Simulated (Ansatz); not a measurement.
# BClFH: the cost of one run

All numbers below are computed with Ansatz 0.2.0 (RKS PBE0-D4/6-31G*).

### Step 1. The starting structure

Bond lengths: B1–Cl3 2.060 Å, B1–F4 1.320 Å. Angles: Cl3–B1–F4 155.3°.

As a file:

```xyz
4

B     0.0000    0.0000    0.0000
H     0.5157    0.0000    1.2908
Cl    2.0511    0.0000    0.1912
F    -1.1431    0.0000   -0.6600
```

### Step 2. Pulling towards end A

Springs on the bonds that form and break draw the guess towards this end; the thresholds are loose.

File input.yaml:

```yaml
crystal:
  periodic: [false, false, false]
  atoms:
    - { symbol: B, position_ang: [0.0, 0.0, 0.0] }
    - { symbol: H, position_ang: [0.5157, 0.0, 1.2908] }
    - { symbol: Cl, position_ang: [2.0511, 0.0, 0.1912] }
    - { symbol: F, position_ang: [-1.1431, 0.0, -0.66] }
basis:
  gaussian: { orbitals: "6-31G*" }
hamiltonian:
  xc: pbe0
  dispersion: d4
relax:
  f_tol: 0.15
  max_steps: 25
  restrain:
    - { distance: [1, 2], at: 2.57, k: 30.0 }
    - { distance: [0, 1], at: 1.19, k: 30.0 }
    - { distance: [0, 2], at: 1.86, k: 30.0 }
```

Run with:

```sh
> ansatz run input.yaml --threads 1 --pin off --max-ram 2048MiB --backend cpu --events-out ev --progress --plain --runs-dir out
```

What time and memory should one allow on 1 thread of Arm Neoverse V1, shared host?

About 8.6 s, with a peak of 0.12 GiB.
